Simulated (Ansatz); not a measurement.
## How far each method lies from full CI for PH3⁺, doublet

Geometry: a point of a stretch scan, not a stationary point.

```xyz
4

P    -0.0331   -0.0004   -0.0421
H     2.4412    0.0262    0.6407
H    -0.7236    1.1664    0.3250
H    -0.6993   -1.1803    0.3283
```

Basis 6-31G; Ansatz 0.2.0. Correlated methods freeze the noble-gas cores, which leaves 7 electrons in 14 orbitals. Prefix R: restricted or restricted open-shell reference; prefix U: unrestricted. Active spaces: pair = (3e, 3o) about the gap; valence = (7e, 7o) chosen from the atoms' valence shells.

Full CI is exact within this basis and frozen core; it isn't the basis-set limit. The frozen core follows each run's orbitals, which can shift R against U totals by a few meV.

Unrestricted rows (U) aren't spin-pure: their determinants' ⟨S²⟩ exceeds S(S+1) by up to 0.81, so they mix in states of higher spin. HF rows: UHF is the lowest solution found. Coupled cluster chose its determinant by a search with trial CCSD, here up to 0.39 eV above the lowest Hartree–Fock solution of its kind, and MP2 stands on that determinant too.

The UHF ⟨S²⟩ is 1.560 and the T1 diagnostic (RCCSD) is 0.0539. The largest doubles amplitude (RCCSD) is 0.293. The T1 diagnostic (UCCSD) is 0.0915.

```tsv
level	E − E(determinant under the R cluster runs) (eV)
UHF	-1.1635
RMP2	-1.9170
UMP2	-2.2061
RCCSD*	-2.9849
UCCSD	-2.9691
RCCSD(T)*	-3.0612
UCCSD(T)	-3.0302
```

Estimate how far full CI in 6-31G lies from RCCSD(T). The table doesn't fix it; the size of (T) and the diagnostics are the guide.

Full CI in 6-31G lies 2.0 kJ/mol below RCCSD(T), which is 27 % of the (T) step (-7.4 kJ/mol). T1 is raised, a doubles amplitude is large, and the rest is a large part of (T).

The other levels:

```json
{"level": "BCCD(T)*", "E − E(full CI) (kJ/mol)": "2.6", "share of correlation (%)": "99.12", "wall time": "0.96 s"}
{"level": "RCCSDT*", "E − E(full CI) (kJ/mol)": "0.4", "share of correlation (%)": "99.85", "wall time": "–"}
{"level": "UCCSDT", "E − E(full CI) (kJ/mol)": "0.5", "share of correlation (%)": "99.82", "wall time": "–"}
{"level": "RCCSDT(Q)*", "E − E(full CI) (kJ/mol)": "0.1", "share of correlation (%)": "99.97", "wall time": "3.2 s"}
{"level": "UCCSDT(Q)", "E − E(full CI) (kJ/mol)": "0.1", "share of correlation (%)": "99.97", "wall time": "3.1 s"}
{"level": "RCCSDTQ*", "E − E(full CI) (kJ/mol)": "0.0", "share of correlation (%)": "100.00", "wall time": "15 s"}
{"level": "UCCSDTQ", "E − E(full CI) (kJ/mol)": "0.0", "share of correlation (%)": "100.00", "wall time": "17 s"}
{"level": "CASSCF (pair space)", "E − E(full CI) (kJ/mol)": "146.9", "share of correlation (%)": "50.60", "wall time": "–"}
{"level": "NEVPT2 (pair space)", "E − E(full CI) (kJ/mol)": "44.1", "share of correlation (%)": "85.18", "wall time": "0.21 s"}
{"level": "MRCISD (pair space)", "E − E(full CI) (kJ/mol)": "5.4", "share of correlation (%)": "98.18", "wall time": "–"}
{"level": "MRCISD+Q (pair space)", "E − E(full CI) (kJ/mol)": "-0.3", "share of correlation (%)": "100.09", "wall time": "0.33 s"}
{"level": "CASSCF (valence space)", "E − E(full CI) (kJ/mol)": "42.7", "share of correlation (%)": "85.64", "wall time": "–"}
{"level": "NEVPT2 (valence space)", "E − E(full CI) (kJ/mol)": "11.4", "share of correlation (%)": "96.15", "wall time": "1.1 s"}
{"level": "MRCISD (valence space)", "E − E(full CI) (kJ/mol)": "1.1", "share of correlation (%)": "99.63", "wall time": "–"}
{"level": "MRCISD+Q (valence space)", "E − E(full CI) (kJ/mol)": "0.7", "share of correlation (%)": "99.78", "wall time": "1.6 s"}
```

An asterisk marks runs whose energy the program itself flagged as in doubt.

The correlation energy at full CI, counted from the determinant under the R cluster runs, is -3.082 eV. That run took 2.4 s on 1 thread of Arm Neoverse V1, shared host over 182,260 determinants.

Run but not shown, since their state, orbitals or frozen core can't be matched to the reference's or they repeat it: RHF, CISD, CISDTQ.

Times hold each run's SCF and search for its determinant on a shared host, so for small cases they say little of a method's own cost; they ran on 1 thread of Arm Neoverse V1.

The full-CI state has the irrep A' of Cs, in the program's axes.

Natural occupations of full CI about the gap: 1.976 1.961 1.708 0.989 0.295 0.030 0.027 0.004 0.003 0.003; effectively unpaired electrons, Σ n²(2−n)², 1.52.
